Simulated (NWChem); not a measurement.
Molecule: methylamine (CH5N); SMILES CN

Computed with NWChem. Pople sets run with spherical d functions. Each level has its own optimisation. Computed dipoles belong to the equilibrium geometry; the measured one is vibrationally averaged.

Measured dipole moment: 1.31 D (NIST CCCBDB, as tabulated in the package chemicals).

```
level                                 dipole moment (D)  computed − measured
------------------------------------  -----------------  -------------------
Hartree-Fock/STO-3G                                1.62                +0.31
Hartree-Fock/3-21G                                 1.44                +0.13
Hartree-Fock/6-31G*                                1.53                +0.22
B3LYP/6-31G*                                       1.46                +0.15
LDA (Slater exchange, VWN5)/def2-SVP               1.28                -0.03
PBE/def2-SVP                                       1.31                 0.00
BLYP/def2-SVP                                      1.30                -0.01
PBE0/def2-SVP                                      1.34                +0.03
```
